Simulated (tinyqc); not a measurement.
Inside a calculation. Method: extended Hueckel theory, for SiH2. Computed by tinyqc, a small Python program that keeps every step (integrals from PySCF). Settings: charge = 0, K = 1.75, weighted = 1, multiplicity = 1. Command: `OMP_NUM_THREADS=1 python tinyqc.py 27182 27183 out.jsonl` (the two numbers bound the seeds that draw the settings). One thread of a shared host (Intel(R) Xeon(R) Processor @ 2.60GHz), about 0.01 s of CPU time with the checks.

## Overlaps

Geometry (angstrom):
```
atom        x         y        z
Si    0.00000   0.00000  0.00000
H     0.00000   1.18900  0.75200
H     0.00000  -1.18900  0.75200
```

Parameters chosen for this run:
```
element  shell  Slater exponent  H_ii (eV)
H           1s          1.30000  -13.60000
Si          3s          1.38300  -17.30000
Si          3p          1.38300   -9.20000
```

Slater orbitals, each expanded in six Gaussians scaled to its exponent.

overlap S, order 1Si 3s, 1Si 3px, 1Si 3py, 1Si 3pz, 2H 1s, 3H 1s:
$$\begin{pmatrix}
1.00000 & 0.00000 & 0.00000 & 0.00000 & 0.43797 & 0.43797 \\
0.00000 & 1.00000 & 0.00000 & 0.00000 & 0.00000 & 0.00000 \\
0.00000 & 0.00000 & 1.00000 & 0.00000 & 0.45697 & -0.45697 \\
0.00000 & 0.00000 & 0.00000 & 1.00000 & 0.28902 & 0.28902 \\
0.43797 & 0.00000 & 0.45697 & 0.28902 & 1.00000 & 0.05289 \\
0.43797 & 0.00000 & -0.45697 & 0.28902 & 0.05289 & 1.00000
\end{pmatrix}$$

## Wolfsberg-Helmholz matrix

diagonal H_ii (eV): 1Si 3s -17.30000, 1Si 3px -9.20000, 1Si 3py -9.20000, 1Si 3pz -9.20000, 2H 1s -13.60000, 3H 1s -13.60000

K = 1.75000

H_ij = K' S_ij (H_ii + H_jj)/2 for i != j (the diagonal keeps H_ii), with K' = K + D^2 + D^4 (1 - K), D = (H_ii - H_jj)/(H_ii + H_jj), K = 1.75.

H (eV), order 1Si 3s, 1Si 3px, 1Si 3py, 1Si 3pz, 2H 1s, 3H 1s:
$$\begin{pmatrix}
-17.30000 & 0.00000 & 0.00000 & 0.00000 & -11.93763 & -11.93763 \\
0.00000 & -9.20000 & 0.00000 & 0.00000 & 0.00000 & 0.00000 \\
0.00000 & 0.00000 & -9.20000 & 0.00000 & -9.30521 & 9.30521 \\
0.00000 & 0.00000 & 0.00000 & -9.20000 & -5.88521 & -5.88521 \\
-11.93763 & 0.00000 & -9.30521 & -5.88521 & -13.60000 & -1.25883 \\
-11.93763 & 0.00000 & 9.30521 & -5.88521 & -1.25883 & -13.60000
\end{pmatrix}$$

## Orbitals

valence electrons = 6

Solve H C = S C e through S^(-1/2); fill by pairs from the bottom, a degenerate level sharing its electrons equally; each orbital has its largest coefficient positive (the first on a tie).

orbital energies (eV): [-20.23467, -15.10019, -10.53474, -9.20000, 7.45909, 13.59727]

occupations: [2.00000, 2.00000, 2.00000, 0.00000, 0.00000, 0.00000]

coefficients, order 1Si 3s, 1Si 3px, 1Si 3py, 1Si 3pz, 2H 1s, 3H 1s:
$$\begin{pmatrix}
0.65696 & 0.00000 & -0.42431 & 0.00000 & 0.00000 & 1.07345 \\
0.00000 & 0.00000 & 0.00000 & 1.00000 & 0.00000 & 0.00000 \\
0.00000 & 0.40512 & 0.00000 & 0.00000 & 1.27464 & 0.00000 \\
0.00210 & 0.00000 & 0.83413 & 0.00000 & 0.00000 & 0.79806 \\
0.31345 & 0.49698 & 0.19598 & 0.00000 & -0.83509 & -0.92681 \\
0.31345 & -0.49698 & 0.19598 & 0.00000 & 0.83509 & -0.92681
\end{pmatrix}$$

sum of one-electron energies = -91.73920 eV

## Mulliken analysis

P = C n C^T; charge = valence electrons (H 1, Si 4) minus the sum of (P S)_ii on the atom; overlap population = 2 sum P_ij S_ij between two atoms.

charges: 1Si 0.28408, 2H -0.14204, 3H -0.14204

Overlap populations:
```
pair      value
2-1    0.772841
3-1    0.772841
3-2   -0.023343
```
